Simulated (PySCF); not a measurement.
Compound: nitrosyl, NO (charge +1).
SMILES with atom numbers: `[N:1]#[O+:2]`

Geometry (GFN2-xTB, Å), atoms numbered from 1 in this order:
```
atom  x, y, z in Å
N1     0.527   -0.003   -0.003
O2    -0.525    0.004   -0.011
```

A PySCF run (density fitting, gas phase, GFN2-xTB geometry) gave HOMO -27.37 eV, LUMO -10.91 eV.

**Question.** Which of these levels was it?
A. CAM-B3LYP/6-311+G(2d,p)
B. PBE0/pcSseg-1
C. PBE0/def2-TZVPP
D. CAM-B3LYP/def2-SVPD
E. wB97X-D/Sadlej pVTZ

**Answer.** E. It is wB97X-D/Sadlej pVTZ. All candidates on this geometry:

```json
{"level and settings": "PBE0/pcSseg-1", "kind": "global hybrid", "basis functions": "34", "SCF cycles": "11", "E (Eh)": "-129.3856", "HOMO (eV)": "-25.42", "LUMO (eV)": "-12.99"}
{"level and settings": "PBE0/def2-TZVPP", "kind": "global hybrid", "basis functions": "62", "SCF cycles": "11", "E (Eh)": "-129.4564", "HOMO (eV)": "-25.32", "LUMO (eV)": "-12.88"}
{"level and settings": "CAM-B3LYP/def2-SVPD", "kind": "range-separated hybrid", "basis functions": "43", "SCF cycles": "10", "E (Eh)": "-129.3901", "HOMO (eV)": "-27.02", "LUMO (eV)": "-11.74"}
{"level and settings": "CAM-B3LYP/6-311+G(2d,p)", "kind": "range-separated hybrid", "basis functions": "54", "SCF cycles": "11", "E (Eh)": "-129.5327", "HOMO (eV)": "-27.04", "LUMO (eV)": "-11.60"}
{"level and settings": "wB97X-D/Sadlej pVTZ, damping 0.3 at the start, DIIS from the seventh cycle, fitting basis def2-universal-jkfit", "kind": "range-separated hybrid", "basis functions": "48", "SCF cycles": "13", "E (Eh)": "-129.5276", "HOMO (eV)": "-27.37", "LUMO (eV)": "-10.91"}
```

The nearest other candidate, by the summed differences of HOMO and LUMO, is CAM-B3LYP/6-311+G(2d,p): its HOMO differs by +0.33 eV and its LUMO by -0.69 eV. wB97X-D ran without the empirical dispersion term, which would shift the total energy alone. Cycle counts include a coarse-grid stage where the run had one. All basis functions are spherical, in the Pople sets too.
